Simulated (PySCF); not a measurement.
BeH2: core ionisation energies

Compound: beryllium dihydride, BeH2.
Cartesian coordinates in Å at the PBE0-D3(BJ)/def2-SVP level; atoms count from 1:
```
atom  x, y, z in Å
Be1    0.0020   -0.0341   -0.0150
H2    -1.3371   -0.0370   -0.0196
H3     1.3417   -0.0311   -0.0104
```

Theory: delta-SCF UKS SCAN, pcX-2 on the ionised atom, pcseg-1 elsewhere, spin-free X2C in PySCF. Vertical ΔSCF values, vacuum level as zero.

Q: What binding energy does each computed site have?

A: 
| atom(s) | environment | level | binding energy (eV) | count |
| --- | --- | --- | --- | --- |
| Be1 | beryllium bonded to 2 H | Be 1s | 121.81 | 1 |

Q: What is the longest wavelength that can ionise Be 1s of Be1 vertically?

A: λ = hc/E = 12398.42 eV Å / 121.81 eV = 101.785 Å.

Q: Give the binding energy of Be 1s of Be1 in hartree and in kJ/mol.

A: 121.81 eV = 4.4764 Eh = 11753 kJ/mol.

Isolated species at its PBE0-D3(BJ)/def2-SVP geometry, gas phase.

Hardware: one thread, Arm Neoverse V2 (aarch64), shared host with 96 logical CPUs at a one-minute load of 39. Cost: 0.33 s of wall time, 0.25 GiB resident at most.
